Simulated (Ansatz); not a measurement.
## A ladder of methods for CH2BN (SMILES BC#N)

The species is CH2BN (5 atoms), meant as a singlet with charge 0. SMILES: `BC#N`. Geometry: relaxed at PBE0-D4/def2-TZVP.

```xyz
5

B    -0.2192    0.4413   -0.3419
C     0.3527   -0.6967    0.4907
N     0.7865   -1.5596    1.1222
H    -0.7443    0.1874   -1.3776
H    -0.1259    1.5540    0.0653
```

Quantity: the energy change with the B1–C2 bond stretched from 1.522 to 3.043 Å, in eV. The values are calculated.

```csv
level,kind,program,value (eV),less FCI/STO-3G,CPU time (all runs)
B3LYP/STO-3G (restricted),global hybrid,Ansatz,6.58,+0.76,1.8 s
BHLYP/STO-3G (restricted),global hybrid,Ansatz,7.43,+1.61,1.7 s
PBE0/STO-3G (restricted),global hybrid,Ansatz,6.93,+1.11,1.7 s
RPA@PBE/STO-3G (restricted),RPA,Ansatz,5.82,0.00,2.7 s
BCCD(T)/STO-3G (restricted),coupled cluster or CI,Ansatz,5.79,-0.03,0.39 s
CCSD(T)/STO-3G (restricted),coupled cluster or CI,Ansatz,5.57,-0.25,0.3 s
CCSD/STO-3G (restricted),coupled cluster or CI,Ansatz,6.18,+0.36,0.29 s
CCSDTQ/STO-3G (restricted),coupled cluster or CI,Ansatz,5.83,+0.01,30 s
FCI/STO-3G,exact in the basis,Ansatz,5.82,0.00,3 min
```

FCI/STO-3G is exact within its basis and frozen core, so for wave-function methods in that basis the difference is their error; functionals converge differently with the basis, so for them it is only a difference. The first shape isn't each level's own minimum. The values span 5.57 to 7.43 eV. All rows use very small basis sets, so even the best lies far from the true value. Times are those of the runs behind each value, whatever else they computed, on shared processors of several kinds: orders of magnitude only.
